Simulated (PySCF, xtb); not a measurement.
**FH2NSi: 4 structures ranked**

4 gas-phase structures of FH2NSi, found in a search over its isomers (lower ones may exist). Each was relaxed with GFN2-xTB:

A. `N[Si]F`, a triplet
B. `[H]/N=[SiH]/F`, a singlet
C. `N[Si]F`, a singlet
D. `[H]/N=[SiH]\F`, a singlet

**Question.** Which do you expect lowest at r2SCAN-D4/def2-SVP, and how would the others follow?

**Answer.** Calculated order at r2SCAN-D4/def2-SVP: C (0.0), D (24.3), B (27.8), A (57.6) kcal/mol.

Energies above the lowest of each column, in kcal/mol; the last columns are at PBE0-D3(BJ)/pcseg-1 geometries and were run for some of them only (a dash: not run or not comparable):

```json
{"structure": "C", "GFN2-xTB": "14.4", "HF/STO-3G": "0.0", "r2SCAN-D4/def2-SVP": "0.0", "PBE0-D3(BJ)/pcseg-1": "0.0", "CCSD(T)/def2-TZVP": "0.0"}
{"structure": "D", "GFN2-xTB": "2.6", "HF/STO-3G": "61.5", "r2SCAN-D4/def2-SVP": "24.3", "PBE0-D3(BJ)/pcseg-1": "25.5", "CCSD(T)/def2-TZVP": "22.5"}
{"structure": "B", "GFN2-xTB": "0.0", "HF/STO-3G": "62.4", "r2SCAN-D4/def2-SVP": "27.8", "PBE0-D3(BJ)/pcseg-1": "28.9", "CCSD(T)/def2-TZVP": "25.2"}
{"structure": "A", "GFN2-xTB": "–", "HF/STO-3G": "62.6", "r2SCAN-D4/def2-SVP": "57.6", "PBE0-D3(BJ)/pcseg-1": "–", "CCSD(T)/def2-TZVP": "–"}
```

CCSD(T)/def2-TZVP puts C lowest of those it was run on; GFN2-xTB picks B. Flexible structures stand in one conformer each, not always the lowest. Frequencies (GFN2-xTB) were run for B, C, D alone. GFN2-xTB has no spin polarisation and isn't compared across spin states. Open shells are spin-unrestricted.

Programs: PySCF 2.14.0, xtb 6.7.1.
